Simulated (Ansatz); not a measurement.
Input file:

```yaml
crystal:
  periodic: [false, false, false]
  atoms:
    - {symbol: Br, position_ang: [0.084376, 0.005225, 2.117498]}
    - {symbol: Mg, position_ang: [-0.080498, 0.013599, -0.211009]}
    - {symbol: H, position_ang: [-0.003878, -0.018825, -1.906489]}
basis:
  gaussian: {orbitals: cc-pVDZ}
correlation: {active_space: {ras: {orbitals: [14, 0, 26], electrons: 28, max_holes: 2, max_particles: 2}, fixed_orbitals: true}}
scf: {lower_state_search: full}
```

```sh
$ ansatz run in.yaml --threads 1 --pin off --events-out ev --progress --plain --max-ram 2393MiB
```

Output:

```
521 factors; integrals over basis functions are off by at most 9.6e-4 eV
mean field evaluation 1: about -75446.6659 eV, gradient 1.2e1 eV
mean field evaluation 2: about -75446.6985 eV, gradient 1.2e1 eV
mean field evaluation 4: about -75447.4873 eV, gradient 9.6e-1 eV
mean field evaluation 8: about -75447.4963 eV, gradient 4.1e-4 eV
mean field -75447.49634340 eV, -2772.6443504700 hartree, gradient 1.7e-6 eV, S^2 0.000000; 0 other end points of the search recorded, 0 dependent functions left out
reference -75447.49634340 eV, -2772.6443504700 hartree; 24, 24 occupied and 26, 26 virtual orbitals, 521 factors
state -75452.17448429 eV, -2772.8162689770 hartree
Total energy: -75452.17448429 eV, -2772.8162689770 hartree
```

Natural occupations: 1.9999 1.9997 1.9997 1.9997 1.9995 1.9995 1.9995 1.9995 1.9995 1.9878 1.9687 1.9687 1.9670 1.9632 0.0233 0.0157 0.0156 0.0151 0.0126 0.0126 0.0090 0.0089 0.0089 0.0058.

Ran on 1 thread of Intel Xeon, shared host: 20 s wall, 0.18 GiB peak host memory.
